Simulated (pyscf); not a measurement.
Substitution at C: `[Cl-]` + `[CH3][CH2][I]` → `[CH3][CH2][Cl]` + `[I-]`

Gas phase, singlet surface, charge -1. Bonds broken: C3–I4. Bonds formed: Cl1–C3. Single points on ωB97X-D3(BJ)/def2-SVPD structures (PySCF, gas phase).

Transition state (Å):

```xyz
9

Cl    -0.7390     1.6488    -0.6326
C      1.4112    -0.0136     0.7755
C     -0.0577    -0.3076     0.6418
I     -0.0825    -2.6379     1.9852
H      2.0048    -0.8144     0.3168
H      1.6906     0.0658     1.8336
H      1.6275     0.9360     0.2693
H     -0.7706     0.0543     1.3708
H     -0.4445    -0.8583    -0.2053
```

One imaginary mode, 409i cm⁻¹; descent along it reached the two sides named, in the forms told below.

| bond | change | reactant side (Å) | saddle | product side |
|---|---|---|---|---|
| C3–I4 | breaks | 2.184 | 2.7 | 3.7 |
| Cl1–C3 | forms | 3.3 | 2.432 | 1.822 |

Electronic energies relative to the separated reactants (eV):

```json
[
 {"level": "ωB97X-D3(BJ)/def2-TZVPD", "barrier": "-0.01", "reaction energy": "-0.62", "reverse barrier": "0.61"},
 {"level": "PBE/def2-TZVPD", "barrier": "-0.34", "reaction energy": "-0.65", "reverse barrier": "0.30"},
 {"level": "r²SCAN/def2-TZVPD", "barrier": "-0.37", "reaction energy": "-0.70", "reverse barrier": "0.33"},
 {"level": "B3LYP-D3(BJ)/def2-TZVPD", "barrier": "-0.30", "reaction energy": "-0.62", "reverse barrier": "0.33"},
 {"level": "PBE0-D3(BJ)/def2-TZVPD", "barrier": "-0.24", "reaction energy": "-0.70", "reverse barrier": "0.46"},
 {"level": "M06-2X/def2-TZVPD", "barrier": "-0.18", "reaction energy": "-0.76", "reverse barrier": "0.59"},
 {"level": "ωB97M-D3(BJ)/def2-TZVPD", "barrier": "-0.08", "reaction energy": "-0.69", "reverse barrier": "0.61"},
 {"level": "HF/def2-TZVPD", "barrier": "0.04", "reaction energy": "-0.91", "reverse barrier": "0.95"}
]
```

With ωB97M-D3(BJ)/def2-TZVPD energies and thermal terms (ideal gas, 1 atm, RRHO with modes under 100 cm⁻¹ raised to 100, one conformer, R ln 2 for rigid chiral ones), in eV:

| T (K) | ΔH‡ | ΔG‡ | ΔH | ΔG |
|---|---|---|---|---|
| 298 | -0.11 | 0.20 | -0.67 | -0.66 |
| 600 | -0.11 | 0.51 | -0.68 | -0.65 |
| 900 | -0.12 | 0.81 | -0.68 | -0.63 |
| 1200 | -0.13 | 1.12 | -0.69 | -0.62 |

On the reactant side the descent ends in a bound adduct, 0.52 eV under the separated species and 0.51 eV under the saddle at ωB97X-D3(BJ)/def2-TZVPD. On the product side the descent ends in a bound adduct, 0.39 eV under the separated species and 1.00 eV under the saddle at ωB97X-D3(BJ)/def2-TZVPD. At ωB97X-D3(BJ), PBE, r²SCAN, B3LYP-D3(BJ), PBE0-D3(BJ), M06-2X, ωB97M-D3(BJ) the saddle lies under the separated reactants, which points to a path from their complex (located at ωB97X-D3(BJ) alone). This is the saddle that the search found; another between the same sides may lie lower. The angle at the attacked C is 163°. Elements past Kr carry the def2 core potentials, without spin-orbit coupling.
